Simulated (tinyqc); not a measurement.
Worked calculation: Pariser-Parr-Pople SCF with singles CI, for the molecule C=CC1=CC1=C (SMILES; centres numbered as the heavy atoms are written). One step of it, computed by the program tinyqc.

Question. Iteration 1: orbitals and new P. Diagonalise F (the basis is taken as orthonormal) and form P = 2 sum c c over the lowest orbitals; 0.3 of the old P is kept.

F (eV):
```
,1C,2C,3C,4C,5C,6C
1C,-7.269873,-5.604817,-0.182187,0.636096,0.197541,-0.388222
2C,-5.604817,-7.908583,-3.946992,0.067684,0.133675,0.176306
3C,-0.182187,-3.946992,-7.649638,-5.039829,-3.842981,0.681361
4C,0.636096,0.067684,-5.039829,-7.534833,-4.101783,0.615302
5C,0.197541,0.133675,-3.842981,-4.101783,-6.602177,-5.143831
6C,-0.388222,0.176306,0.681361,0.615302,-5.143831,-7.013037
```

pi electrons, sum of z_r less the charge = 6

P at the start:
```
,1C,2C,3C,4C,5C,6C
1C,0.951180,0.893436,0.071222,-0.360764,-0.099983,0.232741
2C,0.893436,1.022403,0.432689,-0.028761,-0.056801,-0.099983
3C,0.071222,0.432689,0.865619,0.736652,0.403928,-0.289542
4C,-0.360764,-0.028761,0.736652,0.822437,0.475871,-0.261502
5C,-0.099983,-0.056801,0.403928,0.475871,0.893659,0.765413
6C,0.232741,-0.099983,-0.289542,-0.261502,0.765413,1.444702
```

Give: orbital energies; P after iteration 1.

Answer.

orbital energies (eV): -17.1438  -13.4935  -9.9891  -3.3399  -0.4928  0.4810

P after iteration 1:
```
,1C,2C,3C,4C,5C,6C
1C,0.9314,0.9055,0.0604,-0.3477,-0.0708,0.2121
2C,0.9055,1.0423,0.4068,-0.0374,-0.0607,-0.0846
3C,0.0604,0.4068,0.8898,0.7776,0.3585,-0.2888
4C,-0.3477,-0.0374,0.7776,0.8605,0.4315,-0.2552
5C,-0.0708,-0.0607,0.3585,0.4315,0.9178,0.8163
6C,0.2121,-0.0846,-0.2888,-0.2552,0.8163,1.3583
```
